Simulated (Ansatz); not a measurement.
# Ge–CH₂, singlet in cc-pVDZ: errors against RCCSDTQ

Geometry: a PBE0/def2-TZVP stationary point for this spin, not checked as a minimum.

```tsv
atom	x (Å)	y (Å)	z (Å)
Ge	0.0000	0.0000	0.3030
C	0.0000	0.0000	-1.4834
H	0.0000	-0.9122	-2.0790
H	0.0000	0.9122	-2.0790
```

Basis cc-pVDZ; Ansatz 0.2.0. Only valence electrons are correlated (noble-gas cores and the filled d shells of p-block atoms frozen), which leaves 10 electrons in 36 orbitals. Prefix R: restricted or restricted open-shell reference; prefix U: unrestricted. Active spaces: valence = (10e, 10o) chosen from the atoms' valence shells. No spin–orbit coupling is included, and no scalar relativity.

Full CI isn't at hand for all of this; RCCSDTQ serves as the reference, and is uncertain by about the last step of the cluster series. The frozen core follows each run's orbitals, which can shift R against U totals by a few meV for light atoms and by up to 0.1 eV past Ca.

The UHF ⟨S²⟩ is 0.398, the T1 diagnostic (RCCSD) is 0.0157 and the largest doubles amplitude (RCCSD) is 0.157.

```
   level  E − E(RHF) (eV)
    RMP2          -5.7973
   RCCSD          -6.5331
RCCSD(T)          -6.7917
```

(1) Estimate how far RCCSDTQ in cc-pVDZ lies from RCCSD(T). The table doesn't fix it; the size of (T) and the diagnostics are the guide.

(1) RCCSDTQ in cc-pVDZ lies 4.3 kJ/mol below RCCSD(T), which is 17 % of the (T) step (-25.0 kJ/mol). A doubles amplitude is large, RHF is unstable towards spin polarisation, but (T) still catches most of what CCSD lacks. The miss exceeds 1 kcal/mol.

The other levels:

```csv
level,E − E(RCCSDTQ) (kJ/mol),share of correlation (%),wall time
BCCD(T),4.2,99.36,0.98 s
RCCSDT,2.1,99.68,–
RCCSDT(Q),-0.1,100.02,3.6 s
CASSCF (valence space),349.1,47.08,–
NEVPT2 (valence space),87.9,86.68,7 s
MRCISD (valence space),22.4,96.60,–
MRCISD+Q (valence space),2.7,99.59,8.5 s (H100)
MRCISD+Q(relaxed) (valence space),-1.6,100.24,9 s (H100)
```

The correlation energy at RCCSDTQ, counted from RHF, is -6.836 eV. That run took 6.5 s on 2 threads of AMD EPYC 7R13 with a shared H100 80 GB, shared host.

Run but not shown, since their state or frozen core can't be matched to the reference's or they repeat it: UHF.

Times hold each run's SCF and search for its determinant on a shared host, so for small cases they say little of a method's own cost; rows without a card ran on 1 thread of AMD EPYC 7R13.

Natural occupations of CASSCF (valence space) about the gap: 1.982 1.976 1.976 1.938 1.916 0.086 0.055 0.028 0.022 0.021; effectively unpaired electrons, Σ n²(2−n)², 0.09.

Atomization energy (electronic, same basis, no zero-point term; atoms at the same level, unrestricted beside the R rows where the molecule is a closed shell, but restricted open-shell past Ca, as are all atoms' steps beyond CCSDT(Q)) at RCCSDTQ: 1153.6 kJ/mol. Errors of other levels:

```
                            level  error (kJ/mol)
                              RHF          -306.4
                             RMP2             3.8
                            RCCSD           -23.1
                         RCCSD(T)            -2.7
                          BCCD(T)            -2.5
                           RCCSDT            -2.0
                        RCCSDT(Q)             0.1
           CASSCF (valence space)           -65.9
           NEVPT2 (valence space)           -19.1
           MRCISD (valence space)           -18.3
         MRCISD+Q (valence space)            -8.6
MRCISD+Q(relaxed) (valence space)            -4.5
```

This basis is far from its limit, so the value isn't to be set against a measured one. Truncated CI isn't size-consistent, which counts against it in atomization.
